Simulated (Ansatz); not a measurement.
# AlSiH₂ (doublet): the correlation ladder, def2-TZVPP

The task here is to estimate one member of a computed series from the others.

The runs use Ansatz 0.2.0, Gaussian basis; def2-TZVPP, core rule «outside noble gas», up to 10 orbitals frozen.

To be run: UHF; ROHF; CCSD(T) on UHF.

## The system

The geometry is a PBE0/def2-TZVP stationary point (not a proven minimum) of the parent state, kept for this charge and spin.

4 atoms, charge 0, spin multiplicity 2.

Atoms are counted from 1 here; the program's logs count them from 0.

Bond lengths: Si1–Al2 2.409 Å, Al2–H3 1.583 Å, Al2–H4 1.583 Å. Angles: Si1–Al2–H3 117.4°, Si1–Al2–H4 117.4°, H3–Al2–H4 125.2°.

The first run:

in.yaml

```yaml
crystal:
  periodic: [false, false, false]
  atoms:
    - {symbol: Si, position_ang: [0.000000, 0.000000, 1.249328]}
    - {symbol: Al, position_ang: [0.000000, 0.000000, -1.159384]}
    - {symbol: H, position_ang: [0.000000, 1.405470, -1.888034]}
    - {symbol: H, position_ang: [0.000000, -1.405470, -1.888034]}
basis:
  gaussian: {orbitals: def2-TZVPP}
magnetization: {spin_polarized: true, initial_magnetization: 1}
hamiltonian: {xc: hf}
output: {orbitals: {seedname: orbitals}}
```

Started as:

```bash
$ ansatz run in.yaml --threads 1 --pin off --events-out ev --progress --plain --max-ram 2816MiB --backend cpu
```

Among the steps run: UHF; ROHF; CCSD(T) on UHF.

One of the session's tables, all rows but one given; the rest of the session is left out.

It belongs to the step «Misses and costs». 

| method | from UCCSD(T) (kJ/mol) |
| --- | --- |
| ROHF | +530.3 |
| UHF | ? |
| UMP2 | +132.8 |
| UCCSD | +18.2 |
| UCCSD(T) | 0 |

**Question.** Estimate the row for UHF.

**Answer.** from UCCSD(T) (kJ/mol): +503.3. In the column «from UCCSD(T) (kJ/mol)» it lies between UMP2 (+132.8) and ROHF (+530.3).

Caveats from the session: The determinant is far from a pure spin state, so its energy mixes those of several spin states (harmless only where they are near-degenerate, as at dissociation).
